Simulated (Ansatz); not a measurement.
Spin states of the cluster Li₂H₃, each relaxed with PBE0-D4/def2-TZVP in Ansatz. Electronic energies in the gas phase.

HSE06 is defined as in plane-wave codes, on full-range PBE exchange. Correlated methods freeze no core orbitals; core or outer-core shells of Li are correlated, in sets that lack core-valence functions. In the doublet, H3 and H4 lie 0.76 Å apart (atoms count from 1), so H2 has formed as a molecule. In the quartet geometry the species has come apart into loosely held pieces. In the quartet, H3 and H4 lie 0.75 Å apart (atoms count from 1), so H2 has formed as a molecule. The structure comes from a short search, and lower isomers may exist.

Doublet geometry:

```xyz
5

Li    1.7588   -0.2795   -1.7567
Li    0.1063    0.7658   -0.0891
H    -1.3679    0.4841    1.3091
H    -1.1323   -0.2068    1.1106
H     0.6352   -0.7636   -0.5739
```

Quartet geometry:

| atom | x (Å) | y (Å) | z (Å) |
| --- | --- | --- | --- |
| Li1 | -2.215 | 1.245 | 2.649 |
| Li2 | -1.083 | -1.758 | 0.801 |
| H3 | 0.974 | -0.747 | -1.750 |
| H4 | 1.379 | -0.223 | -2.095 |
| H5 | 0.946 | 1.483 | 0.395 |

⟨S²⟩: doublet 0.75 at PBE0-D4/def2-TZVP (pure 0.75), quartet 3.75 at PBE0-D4/def2-TZVP (pure 3.75).

Only these spin states were relaxed. The quartet has fallen apart into loose fragments. The quartet has other bonds than the doublet, so the gap mixes isomer and spin.

```csv
level,quartet − doublet (kJ/mol),lowest of these
PBE-D4/def2-TZVP,313.1,doublet
B97M-V/def2-TZVP,363.2,doublet
HSE06-D4/def2-TZVP,313.1,doublet
RPA@PBE/def2-TZVP,297.5,doublet
MP2/def2-TZVP,300.1,doublet
MP2/def2-TZVPP,325.0,doublet
CCSD/def2-TZVPP,342.5,doublet
CCSD(T)/def2-TZVPP,343.9,doublet
```
